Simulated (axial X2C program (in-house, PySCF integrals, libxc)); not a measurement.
What spin–orbit coupling does to F₂

Calculated with an in-house relativistic program for diatomic molecules. Spin-free means the one-electron spin-free X2C Hamiltonian; two-component (2c) means X2C with spin–orbit coupling and atomic mean-field two-electron Coulomb and Gaunt terms, so the difference of the two also holds small scalar two-electron terms. Basis: F dyall-av3z [7s6p3d2f] (cores contracted in-house); Gaussian nuclei, density fitting, unrestricted open shells. Masses: F 18.998 u.

Spin-free state: M_S = 0, Λ = 0 (closed shell); fragments F + F.

```json
{"level": "PBE0", "Re (Å)": "1.376", "ωe (cm⁻¹)": "1099.0", "De (eV)": "1.526"}
{"level": "HF", "Re (Å)": "1.328", "ωe (cm⁻¹)": "1265.7", "De (eV)": "-1.452"}
{"level": "MP2", "Re (Å)": "1.402", "ωe (cm⁻¹)": "997.0", "De (eV)": "1.800"}
{"level": "PW91", "Re (Å)": "1.414", "ωe (cm⁻¹)": "997.4", "De (eV)": "2.314"}
```

Correlated methods: 14 electrons correlated (number of frozen shells: F 1 s), 194 virtual spin orbitals or spinors in MP2.

Two-component determinant lowest at the distance of the search:

Ω = 0 (closed shell); fragments F + F.

| level | Re (Å) | ωe (cm⁻¹) | De (eV) |
| --- | --- | --- | --- |
| PBE0 | 1.376 | 1098.8 | 1.527 |
| HF | 1.328 | 1265.5 | -1.472 |
| MP2 | 1.402 | 997.0 | 1.782 |
| PW91 | 1.414 | 997.2 | 2.314 |

Q: From the two tables, how do the constants change at the MP2 level (2c against spin-free)?

A: At the MP2 level Re is unchanged within 0.001 Å and ωe is unchanged to within 0.2 cm⁻¹; De changes by -0.018 eV.

The state is one determinant whose occupation by symmetry is held fixed; it was picked as the lowest of a PBE0 search that is not exhaustive. Closed shells are restricted here (equal orbitals for both partners); the stretched side of such a curve lies too high. Dissociation energies refer to the lowest single-determinant-based atoms at the same level and basis. In 2c an atomic determinant is not the ground J level, so De misses part of the atomic spin–orbit lowering. This holds for PBE0, PW91. Without a current term, density functionals place determinants with orbital angular momentum somewhat too high.
